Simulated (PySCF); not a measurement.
# Name the molecule from its bond curve

A diatomic of charge +1 contains Mg. Its doublet curve at UHF-MP2 in a double-zeta basis (no relativity, PySCF), in eV from the separated fragments:

```csv
R (Å),E (eV)
2.337,-0.911
2.445,-1.158
2.554,-1.294
2.635,-1.343
2.717,-1.358
2.799,-1.347
2.907,-1.303
3.043,-1.216
3.206,-1.085
3.423,-0.891
```

The fit gives ωe = 284 cm⁻¹ and the rotational constant Bₑ = 0.1765 cm⁻¹.

**Question.** Which atom is the partner?

**Answer.** The minimum lies at 2.719 Å, so the reduced mass is 16.8576 u Å² cm⁻¹/(Bₑ·Re²) = 12.92 u. With Mg at 23.99 u the partner weighs about 28.0 u: Si. The molecule is MgSi⁺.

Correlated steps freeze 6 core orbitals. The state is the lowest determinant that a PBE0 search found; another state may lie lower at other levels.
